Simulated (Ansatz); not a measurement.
Input file for CHCl2F, SMILES `FC(Cl)Cl`:

```yaml
crystal:
  periodic: [false, false, false]
  atoms:
    - {symbol: F, position_ang: [-0.590574, 0.132538, 1.230410]}
    - {symbol: C, position_ang: [0.006411, 0.099407, 0.030713]}
    - {symbol: Cl, position_ang: [1.459926, -0.886797, 0.126934]}
    - {symbol: Cl, position_ang: [-1.120418, -0.525216, -1.167063]}
    - {symbol: H, position_ang: [0.294555, 1.106369, -0.262495]}
basis:
  gaussian: {orbitals: def2-SVP}
correlation: {method: ccsd_t}
```

```sh
$ ansatz run in.yaml --threads 2 --pin off --events-out ev --progress --plain
```

Output of Ansatz, abridged:

```
Functional definition: HF
652 factors; integrals over basis functions are off by at most 1.5e-3 eV
mean field evaluation 1: about -28745.3559 eV, gradient 3.1e1 eV
mean field evaluation 2: about -28745.4460 eV, gradient 3.1e1 eV
mean field evaluation 4: about -28747.7904 eV, gradient 2.3e0 eV
mean field evaluation 8: about -28747.8247 eV, gradient 2.1e-1 eV
mean field -28747.82491810 eV, -1056.4630797647 hartree, gradient 2.7e-6 eV, S^2 0.000000; 0 other end points of the search recorded, 0 dependent functions left out
12 core orbitals not correlated: weight in the atoms' cores, before any rotation towards them, 1.000 or more for the frozen orbitals, at most 0.000 for the correlated occupied ones
reference -28747.82491810 eV, -1056.4630797647 hartree; 13, 13 occupied and 44, 44 virtual orbitals, 652 factors
second order -16.04779390 eV of doubles, -0.00000000 eV of singles
cycle   1  -16.49456426 eV  change   -4.5e-1 eV  update   8.3e-2
cycle   2  -16.83253843 eV  change   -3.4e-1 eV  update   2.3e-2
cycle   3  -16.91407652 eV  change   -8.2e-2 eV  update   1.1e-2
cycle   4  -16.91179739 eV  change    2.3e-3 eV  update   2.3e-3
cycle   5  -16.91147843 eV  change    3.2e-4 eV  update   1.1e-3
cycle   6  -16.91159097 eV  change   -1.1e-4 eV  update   3.4e-4
cycle   7  -16.91138653 eV  change    2.0e-4 eV  update   1.1e-4
cycle   8  -16.91136900 eV  change    1.8e-5 eV  update   3.3e-5
cycle   9  -16.91137679 eV  change   -7.8e-6 eV  update   1.1e-5
perturbative correction -0.39254119 eV, -0.0144256225 hartree
Total energy: -28765.12883608 eV, -1057.0989870212 hartree
```

Hardware: 2 threads of a server CPU on a shared host. Wall time 1.3 s, peak host memory 0.16 GiB.

The correlation energy is -17.304 eV, 2.3 % of it from (T); the T1 diagnostic reads 0.0098.
